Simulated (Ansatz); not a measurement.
bcc Mo, treated with PBE0 (Ansatz, a quantum-chemistry and plane-wave program, plane waves, PAW).

Input:

Ansatz 0.2 input:
```yaml
crystal:
  lattice:
    - [-1.5685539606, 1.5685539606, 1.5685539606]
    - [1.5685539606, -1.5685539606, 1.5685539606]
    - [1.5685539606, 1.5685539606, -1.5685539606]
  atoms:
    - { symbol: Mo, position: [0.0, 0.0, 0.0] }
basis:
  ecutwfc: 460
  ecutrho_ratio: 4
  xc_grid: 2
kpoints:
  mp_grid: { grid: [14, 14, 14] }
hamiltonian:
  xc: pbe0
  dispersion: none
  pseudopotentials: { kind: paw }
scf:
  occupations: { method: fermi_dirac, width: 0.05 }
  convergence: { dr2_threshold: 0.0000000001 }
output:
  forces: false
  stress: true
  eigenvalues: true
```

From the output:

```
WARN output.stress: scf.exx.energy_threshold = 1e-6 eV is looser than the 1e-8 eV advised for a stress under a hybrid functional (1e-8 eV for each atom of the …
Crystal: 1 atoms, lattice volume = 15.437 Å³
Basis set: ecut = 460 eV, 369 PW (Γ), exchange–correlation on 40×40×40 points (8 copies of the dense FFT grid, shifted against one another)
Bands: 11, of which v1, the nominal top of the filled ones, is band 7 counted from 1 (6 counted from 0)
Symmetry: 48 space group operations
Space group: Im-3m (ITA 229), of the structure as read, at distance tolerance 2.5e-5 Å
k-points: 104 of 2744
Functional: x = pbe(κ = 0.804, μ = 0.2195149727645171), c = pbe(β = 0.06672455060314922), warm-up for x = 0.75 pbe(κ = 0.804, μ = 0.2195149727645171) + 0.25 exact, c = pbe(β = 0.06672455060314922)
SCF iter   1: F=—  HF=-4956.006296 eV  |F-HF|=—  |Δ(HF+E_count)|=         —  Δρ=4.60e-3  dr2=2.28e-3
SCF iter   2: F=—  HF=-4956.005813 eV  |F-HF|=—  |Δ(HF+E_count)|=   4.83e-4  Δρ=1.81e-3  dr2=1.88e-4
  ...
SCF 1 converged in 7 iterations: F = -4956.005809 eV  dr2 = 1.78e-12
Crystal: 1 atoms, lattice volume = 15.437 Å³
Initial density: handed on by an earlier stage of this run
Functional: x = 0.75 pbe(κ = 0.804, μ = 0.2195149727645171) + 0.25 exact, c = pbe(β = 0.06672455060314922)
SCF 2 converged in 7 iterations: F = -4957.472774 eV  dr2 = 4.90e-11
Crystal: 1 atoms, lattice volume = 15.437 Å³
SCF 3 converged in 6 iterations: F = -4957.486177 eV  dr2 = 6.88e-12
Crystal: 1 atoms, lattice volume = 15.437 Å³
SCF 4 converged in 4 iterations: F = -4957.487519 eV  dr2 = 2.01e-11
Crystal: 1 atoms, lattice volume = 15.437 Å³
SCF 5 converged in 3 iterations: F = -4957.487975 eV  dr2 = 5.84e-11
Crystal: 1 atoms, lattice volume = 15.437 Å³
SCF 6 converged in 4 iterations: F = -4957.488251 eV  dr2 = 3.13e-12
Crystal: 1 atoms, lattice volume = 15.437 Å³
SCF 7 converged in 4 iterations: F = -4957.488488 eV  dr2 = 5.85e-12
Crystal: 1 atoms, lattice volume = 15.437 Å³
Crystal: 1 atoms, lattice volume = 15.437 Å³
Crystal: 1 atoms, lattice volume = 15.437 Å³
Crystal: 1 atoms, lattice volume = 15.437 Å³
SCF iter   2: F=—  HF=-4957.489415 eV  |F-HF|=—  |Δ(HF+E_count)|=   1.16e-8  Δρ=1.61e-6  dr2=6.67e-9
SCF iter   3: F=-4957.489415 eV  HF=-4957.489415 eV  |F-HF|=0.00e0  |Δ(HF+E_count)|=   3.14e-8  Δρ=9.67e-7  dr2=6.25e-11
SCF 11 converged in 3 iterations: F = -4957.489415 eV  dr2 = 6.25e-11
Free energy (F): -4957.489415 eV
Internal energy: -4957.487898 eV  (E = F + TS)
E sigma→0 (E₀):  -4957.488656 eV
Fermi energy:    21.394256 eV
--- Stress (GPa, compression-positive) ---
        0.290643       0.000000      -0.000000
       -0.000000       0.290643      -0.000000
       -0.000000      -0.000000       0.290643
  P = ⅓ Tr σ = 0.2906 GPa (2.906 kbar)
```

The cell is one volume of an energy–volume scan, off the minimum.

The PAW data were made under PBE.

Note: the run warned that the count of filled bands differs between k points.

The result took about 6 core-minutes (a rough figure).
